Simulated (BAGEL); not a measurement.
**singlet [Si2NH6]+: levels of theory compared**

We compute a comparison of 6 runs (HF/STO-3G, HF/6-311+G**, B3LYP/6-31G*, B3LYP/6-311+G**, PBE0/6-311+G**, RI-MP2/6-311+G**) of singlet [Si2NH6]+. 

The results are computed with BAGEL 1.2.2.

1 further run of the same task is left out (set aside as unsound or not needed). Runs told in other sessions of the task aren't counted.

## Step 1: The system as given

[Si2NH6]+: 9 atoms, total charge +1, spin state singlet. As SMILES of the parent species, `N[SiH][SiH3]`. The coordinates come from a PBE0-D4/def2-TZVP relaxation. This is one conformer, not always the lowest. That shape belongs to the parent species and isn't relaxed for this state.

Bond lengths: N1–Si2 1.725 Å, Si2–Si3 2.338 Å, N1–H4 1.007 Å, N1–H5 1.007 Å, Si2–H6 1.494 Å, Si3–H7 1.491 Å, Si3–H8 1.490 Å, Si3–H9 1.488 Å. Some angles: N1–Si2–Si3 110.8°, N1–Si2–H6 105.7°, Si3–Si2–H6 112.7°, Si2–N1–H4 121.0°, Si2–N1–H5 120.5°, Si2–Si3–H7 114.8°, Si2–Si3–H8 108.4°, Si2–Si3–H9 108.6°, H4–N1–H5 111.4°, H7–Si3–H8 107.8°.

## Step 2: The energy at HF/STO-3G (density fitting with qzvpp-jkfit) (run 1)

input.json

```json
{ "bagel": [

{
  "title": "molecule",
  "basis": "sto-3g",
  "df_basis": "qzvpp-jkfit",
  "angstrom": true,
  "geometry": [
    { "atom": "N", "xyz": [   -0.800100,    0.840300,   -1.401300 ] },
    { "atom": "Si", "xyz": [   -0.412600,    0.902100,    0.278900 ] },
    { "atom": "Si", "xyz": [    0.627800,   -1.077000,    0.962500 ] },
    { "atom": "H", "xyz": [   -1.356700,    0.089900,   -1.777700 ] },
    { "atom": "H", "xyz": [   -0.920900,    1.689300,   -1.930000 ] },
    { "atom": "H", "xyz": [    0.461600,    2.102100,    0.448200 ] },
    { "atom": "H", "xyz": [    1.938500,   -1.353900,    0.307200 ] },
    { "atom": "H", "xyz": [   -0.282400,   -2.217000,    0.659800 ] },
    { "atom": "H", "xyz": [    0.833300,   -1.021900,    2.435300 ] }
  ]
},
{
  "title": "hf",
  "charge": 1
},
{
  "title": "print",
  "file": "orbitals.molden",
  "orbitals": true
}

]}
```

Command:

```sh
$ BAGEL_NUM_THREADS=1 BAGEL input.json > input.out
```

Standard output:

```text
* using 1 threads per process

  ===============================================================
  ===============================================================

  *** Geometry ***

  { "atom" : "N", "xyz" : [     -1.511970,      1.587937,     -2.648073 ] },
  { "atom" : "Si", "xyz" : [     -0.779701,      1.704722,      0.527045 ] },
  { "atom" : "Si", "xyz" : [      1.186370,     -2.035235,      1.818861 ] },
[... 5 lines of this table left out ...]
  { "atom" : "H", "xyz" : [      1.574709,     -1.931111,      4.602050 ] },

  Number of auxiliary basis functions:      441

  Since a DF basis is specified, we compute 2- and 3-index integrals:
    o Being stored without compression. Storage requirement is 0.003 GB

  Number of basis functions:       29
  Number of electrons      :       41

    * METHOD: MOLECULE                             0.12

  *** RHF ***

  === Nuclear Repulsion ===
   142.9431639326

      * DIIS with orbital gradients will be used.

  === RHF iteration (sto-3g) ===
      0       -628.19732424          0.01170395           0.01
      1       -628.24200149          0.00522736           0.01
      2       -628.24868410          0.00117882           0.01
[... 8 lines of this table left out ...]
     11       -628.24922725          0.00000001           0.01
    * SCF iteration converged.

    * Permanent dipole moment:
           (    0.925289,    -0.953903,     0.143151) a.u.

    * METHOD: HF                                   0.19

    * METHOD: PRINT                                0.00

  ===============================================================
```

It took 0.44 s on 1 thread of Arm Neoverse V2, shared host.

## Step 3: The energy at HF/6-311+G(d,p) (density fitting with qzvpp-jkfit) (run 2)

hf.json

```json
{ "bagel": [

{
  "title": "molecule",
  "basis": "6-311+gss.json",
  "df_basis": "qzvpp-jkfit",
  "angstrom": true,
  "geometry": [
    { "atom": "N", "xyz": [      -0.800100,       0.840300,      -1.401300 ] },
    { "atom": "Si", "xyz": [      -0.412600,       0.902100,       0.278900 ] },
    { "atom": "Si", "xyz": [       0.627800,      -1.077000,       0.962500 ] },
    { "atom": "H", "xyz": [      -1.356700,       0.089900,      -1.777700 ] },
    { "atom": "H", "xyz": [      -0.920900,       1.689300,      -1.930000 ] },
    { "atom": "H", "xyz": [       0.461600,       2.102100,       0.448200 ] },
    { "atom": "H", "xyz": [       1.938500,      -1.353900,       0.307200 ] },
    { "atom": "H", "xyz": [      -0.282400,      -2.217000,       0.659800 ] },
    { "atom": "H", "xyz": [       0.833300,      -1.021900,       2.435300 ] }
  ]
},

{ "title": "hf", "charge": 1 },

{ "title": "print", "file": "orbitals.molden", "orbitals": true }

]}
```

The basis set 6-311+G** is read from a file made from the Basis Set Exchange's data (not shown).

Command:

```sh
$ BAGEL_NUM_THREADS=1 BAGEL hf.json > hf.out
```

Standard output:

```text
* using 1 threads per process

  ===============================================================
  ===============================================================

  *** Geometry ***

  { "atom" : "N", "xyz" : [     -1.511970,      1.587937,     -2.648073 ] },
  { "atom" : "Si", "xyz" : [     -0.779701,      1.704722,      0.527045 ] },
  { "atom" : "Si", "xyz" : [      1.186370,     -2.035235,      1.818861 ] },
[... 5 lines of this table left out ...]
  { "atom" : "H", "xyz" : [      1.574709,     -1.931111,      4.602050 ] },

  Number of auxiliary basis functions:      441

  Since a DF basis is specified, we compute 2- and 3-index integrals:
    o Being stored without compression. Storage requirement is 0.049 GB

  Number of basis functions:      118
  Number of electrons      :       41

    * METHOD: MOLECULE                             0.18

  *** RHF ***

  === Nuclear Repulsion ===
   142.9431639326

      * DIIS with orbital gradients will be used.

  === RHF iteration (6-311+gss.json) ===
      0       -635.27037301          0.02509467           0.07
      1       -635.40258783          0.02086282           0.07
      2       -635.55981893          0.00179821           0.07
[... 10 lines of this table left out ...]
     13       -635.56315134          0.00000001           0.07
    * SCF iteration converged.

    * Permanent dipole moment:
           (    0.902499,    -0.954833,     0.197738) a.u.

    * METHOD: HF                                   1.12

    * METHOD: PRINT                                0.02

  ===============================================================
```

Run time: 1.5 s. Hardware: 1 thread of Arm Neoverse V2, shared host; peak memory 0.14 GiB.

Runs 3 to 5 aren't shown in full; the table further down has their settings and results.

## Step 4: The energy at RI-MP2/6-311+G(d,p) (density fitting with qzvpp-jkfit) (run 6)

mp2.json

```json
{ "bagel" : [

{
  "title" : "molecule",
  "basis" : "6-311+gss.json",
  "df_basis" : "qzvpp-jkfit",
  "angstrom" : "true",
  "geometry" : [
    { "atom" : "N", "xyz" : [      -0.800100,       0.840300,      -1.401300 ] },
    { "atom" : "Si", "xyz" : [      -0.412600,       0.902100,       0.278900 ] },
    { "atom" : "Si", "xyz" : [       0.627800,      -1.077000,       0.962500 ] },
    { "atom" : "H", "xyz" : [      -1.356700,       0.089900,      -1.777700 ] },
    { "atom" : "H", "xyz" : [      -0.920900,       1.689300,      -1.930000 ] },
    { "atom" : "H", "xyz" : [       0.461600,       2.102100,       0.448200 ] },
    { "atom" : "H", "xyz" : [       1.938500,      -1.353900,       0.307200 ] },
    { "atom" : "H", "xyz" : [      -0.282400,      -2.217000,       0.659800 ] },
    { "atom" : "H", "xyz" : [       0.833300,      -1.021900,       2.435300 ] }
  ]
},

{ "title" : "hf", "charge" : 1 },

{ "title" : "mp2", "charge" : 1, "ncore" : 11 }

]}
```

The basis set 6-311+G** is read from a file made from the Basis Set Exchange's data (not shown).

Command:

```sh
$ BAGEL_NUM_THREADS=1 BAGEL mp2.json > mp2.out
```

Standard output:

```text
* using 1 threads per process

  ===============================================================
  ===============================================================

  *** Geometry ***

  { "atom" : "N", "xyz" : [     -1.511970,      1.587937,     -2.648073 ] },
  { "atom" : "Si", "xyz" : [     -0.779701,      1.704722,      0.527045 ] },
  { "atom" : "Si", "xyz" : [      1.186370,     -2.035235,      1.818861 ] },
[... 5 lines of this table left out ...]
  { "atom" : "H", "xyz" : [      1.574709,     -1.931111,      4.602050 ] },

[... 23 lines left out ...]
    * SCF iteration converged.
[... 1 line left out ...]
    * Permanent dipole moment:
[... 2 lines left out ...]
    * METHOD: HF                                   1.13

  *** RHF ***

  === Nuclear Repulsion ===
   142.9431639326

      * DIIS with orbital gradients will be used.

  === RHF iteration (6-311+gss.json) ===
      0       -635.56315134          0.00000000           0.07
    * SCF iteration converged.

    * Permanent dipole moment:
           (    0.902499,    -0.954833,     0.197738) a.u.

  === DF-MP2 calculation ===

    * freezing 11 orbitals
    * 3-index integral transformation done
    * assembly done

      MP2 correlation energy:   -0.3764010496      0.04

      MP2 total energy:       -635.9395523912

    * METHOD: MP2                                  0.20

  ===============================================================
```

Wall time 1.6 s (1 thread of Arm Neoverse V2, shared host); peak memory 0.14 GiB.

## Step 5: All runs side by side

```tsv
run	level	frozen core orbitals	energy (Eh)	HOMO energy (eV)	LUMO energy (eV)	HOMO–LUMO gap (eV)	wall time
1	HF/STO-3G (density fitting with qzvpp-jkfit)	–	-628.249227	-15.49	-3.11	12.38	0.44 s
2	HF/6-311+G** (density fitting with qzvpp-jkfit)	–	-635.563151	-17.11	-6.02	11.09	1.5 s
3	B3LYP/6-31G* (density fitting with qzvpp-jkfit, spherical functions)	–	-637.054684	-13.94	-9.26	4.69	9.9 s
4	B3LYP/6-311+G** (density fitting with qzvpp-jkfit)	–	-637.133807	-13.99	-9.37	4.62	9 s
5	PBE0/6-311+G** (density fitting with qzvpp-jkfit)	–	-636.769907	-14.18	-9.18	5.00	8.7 s
6	RI-MP2/6-311+G** (density fitting with qzvpp-jkfit)	11	-635.939552	–	–	–	1.6 s
```

## Step 6: What came out

| quantity | value |
| --- | --- |
| run 6: total energy | -635.93955 Eh |
| run 6: correlation energy (11 core orbitals frozen) | -376.4 mEh |

**Reading.** Over runs 1, 2, 3, 4, 5 the HOMO–LUMO gap runs from 4.62 eV (B3LYP/6-311+G**) to 12.38 eV (HF/STO-3G). The two ends differ in method and basis. Totals of different functionals can't be ranked against each other. In run 1 the basis is minimal, so the values are rough. All runs together took 31 s, the longest 9.9 s.
